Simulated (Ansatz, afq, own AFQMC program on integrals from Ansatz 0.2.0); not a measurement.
AFQMC on a folder of integrals that Ansatz 0.2.0 wrote.

```yaml
crystal:
  periodic: [false, false, false]
  atoms:
    - {symbol: B, position_ang: [0.000000, 0.000000, -3.369923]}
    - {symbol: Al, position_ang: [0.000000, 0.000000, 3.176078]}
    - {symbol: H, position_ang: [0.000000, 0.000000, -4.553011]}
    - {symbol: H, position_ang: [0.000000, 0.000000, 4.746856]}
basis:
  gaussian: {orbitals: 6-31G}
magnetization: {spin_polarized: true, initial_magnetization: 2}
correlation: {method: ccsd_t, electrons: outside_noble_gas, hamiltonian_folder: ham}
```

```sh
$ ansatz run in.yaml --threads 1 --pin off --events-out ev --progress --plain --max-ram 24576MiB --backend cuda --devices 0, --max-vram 18GiB
```

afq runs on the folder ham with

```
--method free --trial hf --walkers 20 --time-step 0.2 --max-blocks 60 --target-error 0.00136 --factor-cut 1e-05 --seed 3272 --times 0,1,2,3 --taylor-order 10
```

Times are imaginary, in 1/Eh. The walk had a cap of 60 s.

```
orbitals 20  electrons 5 3  factors 99 of 328
reference energy -267.52505167 Eh
CCSD correlation -0.07756393 Eh in 13 cycles, weight of the determinant in the CISD state 0.8885
repeat  energy at the last time / Eh  error
    10  -267.602375  0.002431
    20  -267.600898  0.002668
    30  -267.600944  0.002426
    40  -267.601564  0.001957
    50  -267.601080  0.001788
    60  -267.600750  0.001593
time / (1/Eh)  energy / Eh  error  mean overlap
  0.00  -267.604183  0.001260  1.0000
  1.00  -267.601607  0.001109  1.0151
  2.00  -267.601121  0.001384  1.0394
  3.00  -267.600750  0.001593  1.0671
energy -267.600750 +/- 0.001593 Eh
```

The run passed its tests (error under three times the target), which doesn't prove that it has relaxed.

Against this walk (error 43.3 meV) on the same determinant: CCSD(T) 66.7 meV lower (within the noise), CCSDT(Q) 75.8 meV lower (within the noise), CCSDTQ 76.4 meV lower (within the noise), full CI 76.4 meV lower (within the noise). The error is statistical, and a free projection of finite length keeps a remainder of its start.

A setting was made bad on purpose (time step too long), so the walk's energy isn't to be trusted.

Cautions: remainder of the start not in the error; error above the target (43.3 against 37.0 meV); lower spins were not checked; the determinant is a saddle point among determinants of its kind; raised T1 diagnostic (T1 0.040, weight of the determinant 0.89, largest double 0.10); unrestricted determinant slightly spin contaminated (⟨S²⟩ 2.06 against 2.00); so few walkers bias the energy; the time-step error isn't removed.

CCSDT and higher add their correlation energy to the determinant of the CCSD(T) run, since their own runs factorise the integrals more tightly (a shift of under 2 meV).
